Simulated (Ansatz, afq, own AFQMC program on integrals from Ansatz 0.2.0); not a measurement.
# BH$_{3}$F, doublet: AFQMC among the cluster methods

```xyz
5

B    -1.4048    0.0000    0.0000
H    -2.0016    1.0336    0.0000
H    -2.0016   -1.0336    0.0000
H    -0.0258    0.0000    0.0000
F     1.0132    0.0000    0.0000
```

Connectivity, by distances: BH2 ··· F, 1 bridging H.

Basis cc-pVTZ. Noble-gas cores (and the filled d shells of Ga–Kr and In–Xe) are frozen. AFQMC by an in-house program on the Cholesky factors that Ansatz 0.2.0 writes for its CCSD(T) run. The CISD trial takes its coefficients from CCSD amplitudes. Released means that phaseless walkers are propagated on without the constraint, phases kept. Uncertainties: one standard error, sampling alone.

Determinant: UHF, the one that the program's search chose, which needn't be the lowest solution. The geometry is a point of a scan.

No full CI on the walks' own integrals is used here. The released AFQMC energy serves as the reference, which it does only where one determinant dominates, the energy is flat over the last release times and near the phaseless one (40 meV or 2 meV an electron, half that with transition metals). On small molecules, where full CI could be run and the noise was under 10 meV, such values lay within 10 meV of it in 19 cases of 20, a flattering rate, since the rule was set on those same cases; what remains of the bias isn't in the error bar.

Cautions: the released value is read at 2.40 1/Eh with a noise of 11 meV, more than in the cases checked (meV from the phaseless value at times in 1/Eh: -4 ± 6 at 0.24, -9 ± 7 at 0.51, -14 ± 5 at 0.99, -11 ± 10 at 1.62, -16 ± 11 at 2.40).

- T1 diagnostic: 0.0137
- weight of the determinant in the CISD state: 0.899
- ⟨S²⟩ of the determinant: 0.766
- size of the correlated space: 13 electrons in 100 orbitals

Reference: AFQMC with the constraint released, correlation energy -10.870 ± 0.011 eV.

| level | E − E(reference) (kJ/mol) | share of correlation (%) |
| --- | --- | --- |
| HF | 1048.8 ± 1.1 | 0.00 |
| MP2 | 83.9 ± 1.1 | 92.00 |
| CCSD | 30.2 ± 1.1 | 97.12 |
| CCSD(T) | 3.1 ± 1.1 | 99.71 |
| ph-AFQMC/CISD | 1.5 ± 1.3 | 99.85 |

A walk keeps the symmetry of its determinant, which the program's search chose and which needn't be the lowest solution, so a lower state of the same spin and another symmetry isn't excluded. Released energies are given only where the last usable release times agree within the noise; a slower fall can still hide under it.
